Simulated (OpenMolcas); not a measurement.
**How methods differ on P2H2 (phosphanylidenephosphane)**

The species is P2H2 (4 atoms), meant as a singlet with charge 0. As SMILES, `[H]/P=P/[H]`. The coordinates come from a GFN2-xTB relaxation.

```xyz
4

P    -0.0244   -1.0036    0.0883
P     0.0244    1.0035   -0.0883
H     1.0373   -1.0676    1.0033
H    -1.0373    1.0677   -1.0034
```

Quantity: the energy change with the P2–H4 bond stretched from 1.403 to 3.508 Å, in eV. The values are calculated.

```
                     level                   kind     program  value (eV)  less FCI/STO-3G  CPU time (all runs)
    HF/STO-3G (restricted)           Hartree–Fock  OpenMolcas        9.27            +5.30                2.9 s
   PBE/STO-3G (restricted)                    GGA  OpenMolcas        6.81            +2.84                 17 s
r2SCAN/STO-3G (restricted)               meta-GGA  OpenMolcas        7.20            +3.23                 26 s
 B3LYP/STO-3G (restricted)          global hybrid  OpenMolcas        6.51            +2.54                9.6 s
  PBE0/STO-3G (restricted)          global hybrid  OpenMolcas        6.86            +2.89                7.9 s
B2PLYP/STO-3G (restricted)          double hybrid  OpenMolcas        5.61            +1.64                6.8 s
   MP2/STO-3G (restricted)    perturbation theory  OpenMolcas        4.94            +0.97                3.1 s
  CISD/STO-3G (restricted)  coupled cluster or CI  OpenMolcas        5.35            +1.38                3.4 s
                FCI/STO-3G     exact in the basis  OpenMolcas        3.97             0.00                8.4 s
```

FCI/STO-3G is exact within its basis and frozen core, so for wave-function methods in that basis the difference is their error; functionals converge differently with the basis, so for them it is only a difference. Spin-restricted single references rise too steeply as a bond breaks, Hartree–Fock most of all. Perturbation and coupled-cluster corrections on them can overshoot downwards. The first shape isn't each level's own minimum. The values span 3.97 to 9.27 eV. All rows use very small basis sets, so even the best lies far from the true value. Times are those of the runs behind each value, whatever else they computed, on shared processors of several kinds: orders of magnitude only.
